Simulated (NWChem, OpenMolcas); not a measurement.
**CH4Si (SMILES C[SiH]): from total energies to a heat of formation**

CH4Si: 6 atoms, total charge 0, spin state singlet. As SMILES, `C[SiH]`. The coordinates come from a PBE0-D4/def2-TZVP relaxation.

Total energies at M06-2X/def2-TZVP (OpenMolcas 26.06); the atoms run unrestricted:

| species | state | energy (Eh) |
| --- | --- | --- |
| CH4Si | singlet | -329.913744 |
| C | triplet | -37.842507 |
| Si | triplet | -289.349094 |
| H | doublet | -0.498139 |

Harmonic wavenumbers at B3LYP/6-31G*, in cm⁻¹: 160, 582, 629, 661, 961, 1300, 1471, 1485, 2012, 3014, 3068, 3131.

Measured heats of formation of the gaseous atoms at 298.15 K, in kJ/mol: C 716.9, Si 450.0, H 218.0. Spin-orbit lowering of the atoms at 298 K (mean of the ground term's levels less their thermal mean, from spectra), in kJ/mol: C 0.02, Si 0.44. Take 1 Eh = 2625.50 kJ/mol, 1 cm⁻¹ = 0.0119627 kJ/mol, RT = 2.479 kJ/mol.

Q: What heat of formation follows?

A: 
1. Electronic atomisation energy: (-37.842507) + (-289.349094) + 4 × (-0.498139) − (-329.913744) = 0.729587 Eh = 1915.5 kJ/mol.
2. Zero-point energy: half the sum of the wavenumbers, 9237 cm⁻¹ = 110.5 kJ/mol.
3. Thermal vibrational enthalpy, Σ hcν̃/(exp(hcν̃/kT) − 1): 3.0 kJ/mol. Translation, rotation and pV of a non-linear molecule: 4 RT = 9.9 kJ/mol.
4. The 6 free atoms carry 5/2 RT each: 37.2 kJ/mol.
5. Spin-orbit coupling lowers the free atoms by 0.02 + 0.44 = 0.5 kJ/mol.
6. Atomisation enthalpy at 298 K: 1915.5 − 0.5 − 110.5 − 3.0 − 9.9 + 37.2 = 1828.8 kJ/mol.
7. Sum of the atoms' heats of formation: 2038.9 kJ/mol. Heat of formation: 2038.9 − 1828.8 = +210.1 kJ/mol.

No measured value is set beside it here. Anharmonicity and any spin-orbit splitting of the molecule are left out.
